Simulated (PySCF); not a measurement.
## Electronic absorption of C5H9N

C5H9N.
Z-matrix (Å and degrees, GFN2-xTB geometry), rows numbered from 1:
```
C 
C   1  1.4922
C   2  1.3224  1  124.73
C   3  1.5005  2  124.67  1  -178.89
C   4  1.4965  3  109.37  2   111.12
N   5  1.2528  4  120.55  3   118.13
H   1  1.0871  2  111.06  3     1.27
H   1  1.0900  2  110.15  3   121.99
H   1  1.0898  2  110.27  3  -119.58
H   2  1.0833  1  115.28  3   179.58
H   3  1.0821  2  120.34  1    -0.58
H   4  1.0926  3  109.87  2    -8.30
H   4  1.0912  3  110.64  2  -129.43
H   5  1.1006  4  114.33  3   -60.73
H   6  1.0179  5  115.92  4  -179.22
```

Computed with TDDFT CAM-B3LYP/def2-SVPD, vertical, gas phase, core orbitals frozen in the response (PySCF).

```json
{"state": "S1", "E (eV)": "5.22", "ν̃ (cm⁻¹)": "42140", "f": "0.0074", "|μ| (D)": "0.61", "main configurations (H = HOMO, L = LUMO)": "H-1→L (51%), H→L (33%), H-1→L+4 (8%)"}
{"state": "S2", "E (eV)": "6.57", "ν̃ (cm⁻¹)": "53010", "f": "0.225", "|μ| (D)": "3.00", "main configurations (H = HOMO, L = LUMO)": "H→L (62%), H-1→L (32%)"}
{"state": "S3", "E (eV)": "7.14", "ν̃ (cm⁻¹)": "57630", "f": "0.047", "|μ| (D)": "1.31", "main configurations (H = HOMO, L = LUMO)": "H→L+1 (71%), H-1→L+2 (13%)"}
{"state": "S4", "E (eV)": "7.23", "ν̃ (cm⁻¹)": "58280", "f": "0.019", "|μ| (D)": "0.82", "main configurations (H = HOMO, L = LUMO)": "H→L+2 (29%), H-1→L+1 (28%), H-1→L+2 (12%)"}
{"state": "S5", "E (eV)": "7.49", "ν̃ (cm⁻¹)": "60450", "f": "0.0008", "|μ| (D)": "0.17", "main configurations (H = HOMO, L = LUMO)": "H→L+3 (58%), H→L+2 (20%)"}
{"state": "S6", "E (eV)": "7.74", "ν̃ (cm⁻¹)": "62400", "f": "0.285", "|μ| (D)": "3.12", "main configurations (H = HOMO, L = LUMO)": "H→L+4 (60%), H→L+3 (9%)"}
{"state": "S7", "E (eV)": "7.94", "ν̃ (cm⁻¹)": "64010", "f": "0.014", "|μ| (D)": "0.67", "main configurations (H = HOMO, L = LUMO)": "H-2→L (44%), H→L+2 (14%), H-3→L (9%)"}
{"state": "S8", "E (eV)": "7.99", "ν̃ (cm⁻¹)": "64460", "f": "0.026", "|μ| (D)": "0.93", "main configurations (H = HOMO, L = LUMO)": "H→L+5 (43%), H-2→L (18%), H→L+4 (13%)"}
```

Triplets (Tamm–Dancoff): T1 4.34 eV, H→L (65%), H-1→L+4 (13%); T2 4.50 eV, H-1→L (66%), H→L+4 (20%); T3 5.27 eV, H-2→L (65%), H-2→L+4 (12%).

The lowest singlet comes at 237 nm (504 kJ/mol) in the ultraviolet; it is weak; its leading configuration is HOMO-1→LUMO (51%). The strongest level in the table is S6 at 7.74 eV (160 nm, f = 0.285). Löwdin shares by element: HOMO carbon 58% or more, nitrogen 14% (atoms not listed hold the other 28%); LUMO carbon 49% or more, nitrogen 24% (atoms not listed hold the other 27%). The oscillator strengths of these states sum to 0.623; summed over the whole spectrum of an exact calculation they would give the number of electrons, 46 (Thomas–Reiche–Kuhn). Of the 8 states listed, 6 reach f = 0.01 and none stays under 0.0005. Orbital energies (eV): HOMO-3 -11.42, HOMO-2 -10.37, HOMO-1 -9.01, HOMO -8.50, LUMO 0.79, LUMO+1 1.56, LUMO+2 1.79. Singlets were solved by full linear response, triplets in the Tamm–Dancoff approximation.

On one thread, Arm Neoverse N1 (aarch64), shared host with 64 logical CPUs at a one-minute load of 59, this took 59 s wall (with the writing of density and orbital grids) and 0.85 GiB of memory at its peak.

One conformer stands for the species.
